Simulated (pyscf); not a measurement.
# Four-centre exchange: H₂Ga–SeH (SMILES [GaH2][SeH]) + HCl (SMILES Cl) → Cl–GaH–SeH (SMILES [Cl][GaH][SeH]) + H₂ (SMILES [H][H])

Gas phase, singlet surface, charge 0. Bonds broken: Ga2–H4, Cl6–H7. Bonds formed: Ga2–Cl6, H4–H7. PySCF, gas phase, ωB97X-D3(BJ)/def2-SVP geometries.

Transition state (Å):

```xyz
7

Se     0.7928     1.7076     0.0568
Ga    -0.0757    -0.2877    -0.7077
H     -0.2178     1.8219     1.1125
H     -1.7533    -0.3928    -0.4396
H      0.4245    -1.1306    -1.9043
Cl    -0.4208    -1.8444     1.2073
H     -1.4409    -1.0953     0.3728
```

One imaginary mode, 1053i cm⁻¹; descent along it reached the two sides named, in the forms told below.

| bond | change | reactant side (Å) | saddle | product side |
|---|---|---|---|---|
| Ga2–H4 | breaks | 1.565 | 1.702 | 2.7 |
| Cl6–H7 | breaks | 1.286 | 1.516 | 3.1 |
| Ga2–Cl6 | forms | 2.8 | 2.492 | 2.152 |
| H4–H7 | forms | 2.9 | 1.119 | 0.762 |

Electronic energies relative to the separated reactants (kcal/mol):

```
level                   barrier  reaction energy  reverse barrier
----------------------  -------  ---------------  ---------------
ωB97X-D3(BJ)/def2-TZVP      6.5            -27.3             33.8
PBE/def2-TZVP               3.5            -24.2             27.7
r²SCAN/def2-TZVP            3.2            -26.2             29.4
B3LYP-D3(BJ)/def2-TZVP      7.0            -25.4             32.4
PBE0-D3(BJ)/def2-TZVP       4.4            -24.9             29.3
M06-2X/def2-TZVP            5.9            -29.2             35.1
ωB97M-D3(BJ)/def2-TZVP      9.3            -24.0             33.3
HF/def2-TZVP               22.7            -24.0             46.7
```

With ωB97M-D3(BJ)/def2-TZVP energies and thermal terms (ideal gas, 1 atm, RRHO with modes under 100 cm⁻¹ raised to 100, one conformer, R ln 2 for chiral ones without a mode under 150 cm⁻¹), in kcal/mol:

```
T (K)  ΔH‡   ΔG‡     ΔH     ΔG
-----  ---  ----  -----  -----
298    8.6  18.4  -24.7  -23.3
600    8.4  28.5  -24.0  -22.1
900    8.7  38.5  -23.6  -21.3
1200   9.2  48.4  -23.4  -20.5
```

On the reactant side the descent ends in a complex, 5.4 kcal/mol under the separated species and 12.0 kcal/mol under the saddle at ωB97X-D3(BJ)/def2-TZVP. The same reactants have a lower exit, to H₂Se + Cl–GaH₂ (barrier -0.2 kcal/mol at ωB97M-D3(BJ)/def2-TZVP, against +9.3 kcal/mol here). One saddle was located; it need not be the lowest between these sides. Elements up to Kr have no core potential and no relativistic terms here.
